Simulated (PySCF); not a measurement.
Gas-phase thermal properties of C₃H₆ (propylene)

Computed with PySCF (xtb for GFN2) and rigid-rotor harmonic-oscillator thermochemistry at 1 bar. Table values come from the NASA 1993 polynomials. 6-31G* has spherical d functions here. All species are closed-shell singlets. B3LYP is the form with VWN-RPA correlation. The harmonic model lacks anharmonicity and excited electronic states, which grow with temperature; levels with a mode under 35 cm⁻¹ are left out. Internal rotation in C₃H₆ (propylene) is treated as a harmonic vibration of one conformer, which makes the entropy rough.

```
level           point group  σ  ZPE (kJ/mol)  S°298 (J/mol/K)  Cp298 (J/mol/K)  S°1000 (J/mol/K)  H1000 − H298 (kJ/mol)
--------------  -----------  -  ------------  ---------------  ---------------  ----------------  ---------------------
table                     -  -             -            266.7             64.4             390.4                   77.5
B3LYP/6-31G*             Cs  1         210.2            264.5             62.4             387.3                   77.1
GFN2-xTB                 Cs  1         205.4            266.4             63.4             390.9                   78.2
HF/6-31G*                Cs  1         224.3            262.7             58.8             379.1                   73.3
PBE/def2-SVP             Cs  1         202.4            265.8             64.7             392.6                   79.5
PBE0/def2-TZVP           Cs  1         209.3            264.5             62.6             387.9                   77.5
```
σ: rotational symmetry number. Electronic degeneracy used: 1. Frequencies are unscaled.
